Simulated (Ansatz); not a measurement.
Geometry optimisation, RKS B3LYP-D4/6-31G (Ansatz 0.2.0).

The input (input.yaml):

```yaml
crystal:
  periodic: [false, false, false]
  atoms:
    - { symbol: C, position_ang: [-1.4808, -0.1696, 0.4067] }
    - { symbol: C, position_ang: [-0.2329, -0.6258, -0.2191] }
    - { symbol: C, position_ang: [0.8836, 0.3763, -0.137] }
    - { symbol: O, position_ang: [2.1772, -0.1878, -0.6305] }
    - { symbol: F, position_ang: [1.1781, 0.6585, 1.1564] }
    - { symbol: Cl, position_ang: [0.6183, 1.891, -1.0103] }
    - { symbol: H, position_ang: [-2.2578, -0.9145, 0.3708] }
    - { symbol: H, position_ang: [-1.8916, 0.7514, -0.1578] }
    - { symbol: H, position_ang: [-1.3808, 0.1835, 1.4823] }
    - { symbol: H, position_ang: [0.0673, -1.5419, 0.3256] }
    - { symbol: H, position_ang: [-0.4064, -0.9105, -1.2423] }
    - { symbol: H, position_ang: [2.19861, -1.03086, -0.21938] }
basis:
  gaussian: { orbitals: "6-31G" }
hamiltonian:
  xc: b3lyp
  dispersion: d4
relax:
  f_tol: 0.015
  max_steps: 40
```

Launched with:

```bash
$ ansatz run input.yaml --threads 1 --pin off --max-ram 2048MiB --backend cpu --events-out ev --progress --plain --runs-dir out
```

Q: Where does it end, and by what steps?

A: The forces met the threshold. The force dipped under the threshold on the way, but the program's further checks kept it going. Limits of this set-up: no polarisation functions. After 27 steps the energy has fallen by 0.887 eV; H12 moved furthest, 1.17 Å.

```
step  energy less start (eV)  largest force component (eV/Å)  accepted
   0                  0.0000                           3.206       yes
   1                 -0.4658                           1.454       yes
   2                 -0.5946                           0.551       yes
   3                 -0.6101                           0.274       yes
   4                 -0.6120                           0.161       yes
   5                 -0.6136                           0.060       yes
   6                 -0.6140                           0.065       yes
   7                 -0.5963                           0.924        no
   8                 -0.6150                           0.068       yes
   9                 -0.6154                           0.013       yes
  10                 -0.6140                           0.363        no
  11                 -0.6160                           0.097       yes
  12                 -0.6160                           0.280       yes
  13                 -0.6240                           0.188       yes
  14                 -0.6320                           0.379       yes
  15                 -0.6079                           1.739        no
  16                 -0.6524                           0.532       yes
  17                 -0.6810                           0.722       yes
  18                 -0.7459                           0.595       yes
  19                 -0.8258                           0.405       yes
  20                 -0.8228                           1.170        no
  21                 -0.8570                           0.362       yes
  22                 -0.8783                           0.120       yes
  23                 -0.8783                           0.232       yes
  24                 -0.8803                           0.668       yes
  25                 -0.8866                           0.054       yes
  26                 -0.8835                           0.174        no
  27                 -0.8868                           0.015       yes
```

```xyz
12
Properties=species:S:1:pos:R:3
C -1.580 -0.072 0.405
C -0.339 -0.727 -0.207
C 0.923 0.084 -0.060
O 2.011 -0.601 -0.543
F 1.135 0.461 1.291
Cl 0.772 1.777 -0.982
H -2.436 -0.749 0.322
H -1.830 0.860 -0.110
H -1.419 0.153 1.463
H -0.130 -1.687 0.284
H -0.477 -0.932 -1.272
H 2.842 -0.087 -0.466
```

Whether the end is a true minimum wasn't checked by a vibrational analysis.

Time of the run: 2.7 min on 1 thread of Intel(R) Xeon(R) Processor @ 2.70GHz, with other jobs on the host, peak memory 0.19 GiB.
